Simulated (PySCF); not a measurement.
BF3, SMILES FB(F)F.

Coordinates come from a PBE-D3(BJ)/def2-TZVP optimisation. The isomer is the one that the SMILES or the coordinates give; other isomers of the formula were not compared.

All values below come from PBE-D3(BJ)/def2-TZVP run with PySCF.

No scaling factor is applied to the harmonic values.

Modes within 1.5 cm⁻¹ of each other (mostly degenerate sets) share a row, with their intensities summed.

```tsv
mode	ν (cm⁻¹)	IR (km/mol)	moving atoms (share of kinetic energy)
1–2	457	21.6	F 91 %, B 9 %
3	663	79.3	B 84 %, F 16 %
4	859	0.0	F 100 %
5–6	1421	814.5	B 75 %, F 25 %
```
